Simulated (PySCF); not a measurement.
A PySCF script (with the pyscf-properties extension) for the NMR shieldings of `InChI=1S/B2H5P/c1-3-2/h3H,1-2H2`, on a GFN2-xTB geometry:

```python
import basis_set_exchange as bse
import numpy as np
from pyscf import gto, dft
from pyscf.prop import nmr

atoms = """
B     1.517458    0.298164    0.545574
P     0.086022   -0.497608   -0.188955
B    -1.586554    0.135781   -0.342294
H     2.551594   -0.243998    0.587088
H     1.386279    1.378103    0.978023
H     0.291463   -1.766870   -0.676722
H    -2.429340   -0.505121   -0.835933
H    -1.807865    1.210961    0.064136
"""
names = dict.fromkeys(["B", "P", "H"], "pcSseg-1")
basis = {el: gto.basis.parse(bse.get_basis(n, elements=[el], fmt="nwchem")) for el, n in names.items()}
mol = gto.M(atom=atoms, basis=basis, charge=0, verbose=0)
mf = dft.RKS(mol, xc="PBE0")
mf.grids.level = 2
mf.grids.alignment = dft.numint.BLKSIZE   # the property module wants whole blocks of grid points
mf.conv_tol = 1e-9
mf.kernel()

calc = nmr.RKS(mf)   # GIAO
C = mf.mo_coeff
Co = C[:, mf.mo_occ > 0]
resp = mf.gen_response(singlet=True, hermi=2)
def vind(x):   # induced exchange potential for any number of trial vectors
    d = np.einsum("pi,xij,qj->xpq", C, 2 * x.reshape(-1, C.shape[1], Co.shape[1]), Co, optimize=True)
    return np.einsum("xpq,pi,qj->xij", resp(d - d.transpose(0, 2, 1)), C, Co, optimize=True).ravel()
mo1, _ = nmr.rhf.solve_mo1(calc, with_cphf=vind)
sigma = calc.kernel(mo1)
for i, s in enumerate(sigma):   # ppm
    print("%2d %-2s %9.2f" % (i, mol.atom_pure_symbol(i), np.trace(s) / 3))
```

Problem. What does it print?

Solution. 
```
 0 B      34.50
 1 P     308.62
 2 B      34.48
 3 H      24.08
 4 H      24.23
 5 H      26.02
 6 H      24.08
 7 H      24.23
```

These numbers come from an equivalent density-fitted implementation of the same equations, which agrees with the script to about 0.01 ppm for H and up to a few tenths of a ppm for heavy atoms, so last digits may differ.

Size and cost of the density-fitted run: 83 basis functions, 4.9 s wall time on 1 thread of an Arm Neoverse V2, shared host; peak memory 0.36 GiB.
